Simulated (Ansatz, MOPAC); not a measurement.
Gas-phase reaction in SMILES: [SiH][SiH3] (Si2H4) + 2 [H][H] (H2) → 2 [SiH4] (SiH4)

Wanted: energy of full hydrogenation (enthalpy at 298 K), in kcal/mol. Conventions: frozen cores in correlated levels; no spin-orbit coupling; non-relativistic; dispersion terms only where a functional's name holds one; 6-31G* and kin with 6d, 5d where marked. Ab initio and DFT rows: single points at B3LYP-D3(BJ) geometries (Ansatz, an electronic-structure program), with unscaled harmonic terms from B3LYP/6-31G* at its own minima. Semi-empirical rows: MOPAC heats of formation at their own minima for 298 K. The Hartree-Fock reference of [SiH][SiH3] (Si2H4) is unstable towards a lower, spin-broken solution.

```tsv
species	coefficient	E at MP2/6-31G* (Ansatz), Eh	E at B3LYP/def2-TZVPD (Ansatz), Eh	H(298 K) - E, kcal/mol	heat of formation at PM6 (MOPAC), kcal/mol
[SiH][SiH3] (Si2H4)	-1	-580.22599	-581.37063	22.80	80.41
[H][H] (H2)	-2	-1.14411	-1.17969	8.44	-25.73
[SiH4] (SiH4)	+2	-291.30711	-291.91659	22.18	7.15
```

 1 Eh = 627.5095 kcal/mol.

Work the quantity out at each level.


- MP2/6-31G*: the sum of coefficient times E is -0.10001 Eh, or -62.76 kcal/mol; the thermal terms add 4.68. Result: -58.1 kcal/mol.
- B3LYP/def2-TZVPD: the sum of coefficient times E is -0.10317 Eh, or -64.74 kcal/mol; the thermal terms add 4.68. Result: -60.1 kcal/mol.
- PM6: the sum of coefficient times heat of formation is -14.65 kcal/mol; it needs no thermal term.
